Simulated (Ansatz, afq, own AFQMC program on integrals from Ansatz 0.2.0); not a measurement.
SiN, quartet → SiN, sextet

```yaml
atoms:
  - { symbol: Si, position_ang: [0.0000, 0.0000, 0.0000] }
  - { symbol: N, position_ang: [0.0000, 0.0000, 1.8891] }
```

E(sextet, charge +0) − E(quartet, charge +0) at this geometry, on UHF and UHF determinants.

Basis aug-cc-pVDZ. Only valence electrons are correlated. Ansatz 0.2.0 and our own AFQMC program on the same integrals; the CISD trial comes from CCSD amplitudes, and released means the phaseless constraint is let go. Free AFQMC starts from the CCSD state and is never constrained. Its projection time is finite, and what remains of the start isn't in its error. Uncertainties: one standard error, sampling alone. The errors of all members are added in quadrature.

No full CI on the walks' own integrals is used here; CCSDT(Q) serves as the reference and is uncertain by about the last step of the cluster series. Each member takes its own surest rung, up to full CI.

Errors are counted within aug-cc-pVDZ, not against nature.

Cautions: SiN (quartet): another spin lies lower, unrestricted determinant slightly spin contaminated (⟨S²⟩ 3.80 against 3.75), the released energies are still falling, so no released level is given (meV from the phaseless value at times in 1/Eh: -6 ± 3 at 0.24, -8 ± 3 at 0.51, -15.1 ± 2.4 at 0.99, -19 ± 3 at 1.62, -21 ± 4 at 2.40), though the last usable value meets CCSDT(Q) within the noise, its ph-AFQMC/CISD value lies 24 ± 4 meV above CCSDT(Q); SiN (sextet): another spin lies lower, the released energies are still falling, so no released level is given (meV from the phaseless value at times in 1/Eh: -6 ± 3 at 0.24, -9.6 ± 2.3 at 0.51, -13.4 ± 1.9 at 0.99, -14.7 ± 2.3 at 1.62, -16.3 ± 2.4 at 2.40), though the last usable value meets CCSDT(Q) within the noise, its ph-AFQMC/CISD value lies 18 ± 3 meV above CCSDT(Q); core correlation is missing, and it shifts such a gap most where an s electron is promoted.

Reference (CCSDT(Q)): 45.6 kcal/mol.

```
        level  vertical spin gap (kcal/mol)  error against CCSDT(Q) (kcal/mol)
           HF                          31.0                              -14.6
          MP2                          42.9                               -2.7
         CCSD                          45.3                               -0.3
      CCSD(T)                          45.5                               -0.1
        CCSDT                          45.6                                0.0
  ph-AFQMC/HF                    44.8 ± 0.7                         -0.8 ± 0.7
ph-AFQMC/CISD                    45.4 ± 0.1                         -0.1 ± 0.1
   free AFQMC                    45.6 ± 0.1                          0.0 ± 0.1
```

Correlation beyond CCSD(T) adds 0.1 kcal/mol. The perturbative (T) step is worth +0.2 kcal/mol.

Free projections are given only where their last times agree within the noise and don't stop above the reference; a slow remainder of the start can still hide under it. A walk keeps the symmetry of its determinant, which the program's search chose and which needn't be the lowest solution, so a lower state of the same spin and another symmetry isn't excluded.
